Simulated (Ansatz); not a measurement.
Rutile MnF₂ was calculated with r²SCAN-D4 in Ansatz (plane waves, PAW).

Settings: plane-wave cutoff 560 eV, 8×8×10 k mesh (along the axes of the cell as run), Fermi–Dirac smearing 0.01 eV, spin-polarised with opposed moments, scalar-relativistic PAW data made under PBE.

Shape and atoms are relaxed at each volume.

Pressure at four volumes; x = ln(V/12.916 Å³). One pressure is withheld.

```json
[
 {"V (Å³/atom)": "12.399", "x": "-0.0409", "P (GPa)": "?"},
 {"V (Å³/atom)": "12.658", "x": "-0.0202", "P (GPa)": "2.07"},
 {"V (Å³/atom)": "12.916", "x": "0.0000", "P (GPa)": "-0.01"},
 {"V (Å³/atom)": "13.433", "x": "0.0392", "P (GPa)": "-3.51"}
]
```

**Question.** Pass a parabola P(x) through the three rows shown, estimate the bulk modulus and its pressure derivative near zero pressure, and predict the withheld pressure.

**Answer.** Slopes between the rows: (-0.01 − (2.07))/(0.0000 − (-0.0202)) = -102.97 and (-3.51 − (-0.01))/(0.0392 − (0.0000)) = -89.29 GPa. Their difference over the span 0.0594 is c = 13.68/0.0594 = 230.3 GPa, so P(x) = 2.07 + (-102.97)(x − (-0.0202)) + 230.3 (x − (-0.0202))(x − (0.0000)). At the middle row B = −dP/dx = −[-102.97 + 230.3 × 0.0202] = 98.3 GPa, and B′ = dB/dP = 2c/B = 4.7. At x = -0.0409 the parabola gives 4.40 GPa; the run gives 4.39 GPa. The Birch–Murnaghan fit to the energies at all volumes has B0 = 98.0 GPa and B′ = 4.7.

Note: without U or exact exchange, gaps and moments of open d shells tend to come out too small; the bulk modulus comes from volumes at which shape and atoms were relaxed.

Ansatz is a quantum-chemistry and plane-wave program.
